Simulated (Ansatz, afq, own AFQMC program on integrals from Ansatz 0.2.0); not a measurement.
## CN, doublet → CN⁺, singlet

```xyz
2

N     0.0000    0.0000    0.0000
C     0.0000    0.0000    1.1601
```

E(singlet, charge +1) − E(doublet, charge +0) at this geometry, on UHF and UHF determinants.

Basis 6-31G. Noble-gas cores (and the filled d shells of Ga–Kr and In–Xe) are frozen. AFQMC by an in-house program on the Cholesky factors that Ansatz 0.2.0 writes for its CCSD(T) run. ph-AFQMC/CISD is guided by a CISD state made of CCSD amplitudes; releasing the constraint for a short imaginary time cuts its bias at the price of noise, slowly where states lie close. Error bars are statistical, one sigma. The errors of all members are added in quadrature.

Full CI on the same integrals is exact in this basis and with this determinant's frozen core.

Errors are counted within 6-31G, not against nature.

Cautions: CN (doublet): strong correlation (T1 0.093, weight of the determinant 0.75, largest double 0.12), unrestricted determinant spin contaminated (⟨S²⟩ 1.22 against 0.75), the released energies are still falling, so no released level is given (meV from the phaseless value at times in 1/Eh: -21 ± 4 at 0.24, -27 ± 4 at 0.51, -38 ± 5 at 0.99, -44 ± 5 at 1.62, -49 ± 4 at 2.40), its ph-AFQMC/CISD value lies 29 ± 4 meV above full CI; CN⁺ (singlet): strong correlation (T1 0.097, weight of the determinant 0.71, largest double 0.20), unrestricted determinant spin contaminated (⟨S²⟩ 1.67 against 0.00), CCSD(T) is in doubt: in a space of 8 electrons in 8 natural orbitals full CI lies 381 meV below it, the released energies are still falling, so no released level is given (meV from the phaseless value at times in 1/Eh: -38 ± 5 at 0.24, -57 ± 4 at 0.51, -83 ± 3 at 0.99, -99 ± 4 at 1.62, -119 ± 5 at 2.40), its ph-AFQMC/CISD value lies 144 ± 5 meV above full CI.

Reference (full CI): 298.6 kcal/mol.

| level | vertical ionization energy (kcal/mol) | error against FCI (kcal/mol) |
| --- | --- | --- |
| HF | 284.2 | -14.4 |
| MP2 | 312.8 | 14.2 |
| CCSD | 305.7 | 7.1 |
| CCSD(T) | 306.0 | 7.4 |
| ph-AFQMC/CISD | 301.3 ± 0.1 | 2.6 ± 0.1 |

Correlation beyond CCSD(T) takes off 7.4 kcal/mol. The perturbative (T) step is worth +0.3 kcal/mol. Where the cautions show a poor determinant, the low rows tell how each method copes with it, not its usual error.

A walk keeps the symmetry of its determinant, which the program's search chose and which needn't be the lowest solution, so a lower state of the same spin and another symmetry isn't excluded.
